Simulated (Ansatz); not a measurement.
# BH₂F+ (doublet): wave-function methods side by side, def2-QZVPP

The task here is to estimate one member of a computed series from the others.

Method: def2-QZVPP, core rule «outside noble gas», up to 2 orbitals frozen; program: Ansatz 0.2.0, Gaussian basis.

Plan: UHF; ROHF; CCSD(T) on UHF.

2 further runs of the same task are left out: 1 that didn't finish, 1 set aside as unsound or not needed. Runs told in other sessions of the task aren't counted.

**What is computed**

The geometry is a PBE0/def2-TZVP stationary point (not a proven minimum) of the parent state, kept for this charge and spin.

4 atoms, charge 1, spin multiplicity 2.

Atoms are counted from 1 here; the program's logs count them from 0.

Bond lengths: B1–F2 1.317 Å, B1–H3 1.197 Å, B1–H4 1.197 Å. Angles: F2–B1–H3 117.8°, F2–B1–H4 117.8°, H3–B1–H4 124.4°.

Set-up of the first run:

in.yaml reads:

```yaml
crystal:
  periodic: [false, false, false]
  atoms:
    - {symbol: B, position_ang: [0.000000, 0.000000, 0.750638]}
    - {symbol: F, position_ang: [0.000000, 0.000000, -0.566075]}
    - {symbol: H, position_ang: [0.000000, 1.058917, 1.309286]}
    - {symbol: H, position_ang: [0.000000, -1.058917, 1.309286]}
basis:
  gaussian: {orbitals: "def2-QZVPP.json"}
total_charge: 1
magnetization: {spin_polarized: true, initial_magnetization: 1}
hamiltonian: {xc: hf}
output: {orbitals: {seedname: orbitals}}
```

Started as:

```console
$ ansatz run in.yaml --threads 1 --pin off --events-out ev --progress --plain --max-ram 2393MiB
```

Steps of the session up to this table: UHF; ROHF; CCSD(T) on UHF.

One table of the session follows, with a row left open; its other results are not shown here.

| method | from UCCSD(T) (kcal/mol) |
| --- | --- |
| ROHF | +252.26 |
| UHF | +245.87 |
| UMP2 | +14.33 |
| UCCSD | ? |
| UCCSD(T) | 0 |

Q: Estimate the row for UCCSD from the others.

**Answer.** from UCCSD(T) (kcal/mol): +9.00. In the column «from UCCSD(T) (kcal/mol)» it lies between UCCSD(T) (0) and UMP2 (+14.33).
